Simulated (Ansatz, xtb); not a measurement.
Two structures of H4Si3+

We compare X, a doublet given by its coordinates, with Y, the doublet with the links of `[SiH]1[SiH+][SiH2]1`. Both are isolated ions in the gas phase, relaxed with PBE-D3(BJ)/def2-SVP.

X (Å):

```yaml
atoms:
  - { symbol: Si, position_ang: [-0.0281, 0.7534, -0.2702] }
  - { symbol: Si, position_ang: [-1.2160, 1.7857, -2.0008] }
  - { symbol: Si, position_ang: [-0.1252, -1.4345, 0.6613] }
  - { symbol: H, position_ang: [-1.1783, -2.1819, -0.0920] }
  - { symbol: H, position_ang: [0.9804, 1.7022, 0.3385] }
  - { symbol: H, position_ang: [1.2627, -1.9656, 0.4583] }
  - { symbol: H, position_ang: [-0.4644, -1.1885, 2.1015] }
```

Close contacts (Å): Si1–Si2 2.34, Si1–Si3 2.38, Si1–H5 1.51, Si3–H4 1.50, Si3–H6 1.50, Si3–H7 1.50.

Y (Å):

```xyz
7

Si   -1.3465    1.0724    1.2956
Si    0.4482   -0.1866    0.8956
Si   -1.0823    0.1620   -0.8613
H    -2.1277    1.9017    2.2785
H     1.7192   -0.7970    1.4211
H    -0.6844    1.0840   -1.9781
H    -1.9723   -0.9790   -1.2633
```

Energies in hartree; the thermal terms are from PBE-D3(BJ)/def2-SVP harmonic frequencies (ideal gas, rigid rotor, one conformer each, 298.15 K, 1 atm) and include the zero-point energy:

```
                              X           Y
E, CCSD(T)/def2-SVP  −868.810173  −868.804131
  zero-point energy     0.031555     0.030808
       H(298 K) − E     0.039046     0.037986
       G(298 K) − E    −0.000185     0.001629
```

Question: Work out ΔE, ΔE₀, ΔH and ΔG for X → Y in kJ/mol (1 Eh = 2625.50 kJ/mol) and the equilibrium ratio [Y]/[X].

Answer: 1. ΔE = −868.804131 − (−868.810173) = +0.006042 Eh = +15.86 kJ/mol.
2. ΔE₀ = ΔE + ΔZPE = +0.006042 + (−0.000747) Eh = +13.90 kJ/mol.
3. ΔH = ΔE + (−0.001060) Eh = +13.08 kJ/mol.
4. ΔG = ΔE + (+0.001814) Eh = +20.63 kJ/mol, so ΔS = (ΔH − ΔG)/T = −25.3 J/(mol K).
5. kT = 0.9442 mEh, so K = [Y]/[X] = exp(−ΔG/kT) = exp(−8.32) ≈ 2.4 × 10^−4.

Structure X is favoured at this temperature. An error of 4 kJ/mol in ΔG would change K by a factor of 5. PBE-D3(BJ)/def2-SVP, MP2/def2-SVP gave ΔE the other sign. Large T1 diagnostics make the coupled-cluster value less sure. Mirror images and further conformers aren't counted.

Other levels gave ΔE = −15.7 (PBE-D3(BJ)/def2-SVP); +37.0 (HF/def2-SVP); −10.2 (MP2/def2-SVP) kJ/mol. Open shells are spin-unrestricted, with notable spin contamination. The correlated steps freeze 15 core orbitals. Programs: Ansatz 0.2.0.
